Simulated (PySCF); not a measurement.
Molecule: `S`, H2S.

Structure with atom numbers: `[SH2:1]`. Each H is labelled by its parent atom.

Geometry PBE0-D3(BJ)/def2-SVP throughout; GIAO in PySCF 2.14.0 with density-fitted response routines, gas phase, one conformer, non-relativistic; equivalent atoms averaged; basis pcSseg-2.

Task: How do the shifts δ (against CS2, TMS at the same level) depend on the functional? (ppm; last column core-seconds on shared hosts with different chips, so compare them loosely)

Result: 
```tsv
functional	kind	S1	H(S1)	core-s
HF	Hartree–Fock	-180.2	1.43	0.32
LDA	LDA	-225.7	0.77	0.83
PBE	GGA	-201.8	0.70	1
BLYP	GGA	-187.6	0.65	1
BP86	GGA	-197.5	0.71	1.1
OPBE	GGA	-201.0	0.79	1.1
KT2	GGA	-190.1	0.71	1.1
KT3	GGA	-181.2	0.71	1.1
B97-D	GGA	-183.1	0.77	1.1
B3LYP	global hybrid	-190.7	0.85	0.73
PBE0	global hybrid	-202.8	0.94	0.74
mPW1PW91	global hybrid	-200.5	0.93	0.75
WP04	global hybrid	-166.1	0.73	1.5
B97-2	global hybrid	-192.3	0.94	1.5
BHandHLYP	global hybrid	-190.6	1.09	1.5
CAM-B3LYP	range-separated hybrid	-195.8	0.97	1.8
wB97X-D	range-separated hybrid	-196.5	1.00	1.9
LC-wPBE	range-separated hybrid	-205.0	1.08	2.4
```

Task: Which nucleus moves most, in ppm?

Result: S1 (sulfur bonded to 2 H): from -225.7 ppm with LDA to -166.1 ppm with WP04. The smallest spread is 0.78 ppm, at H(S1).
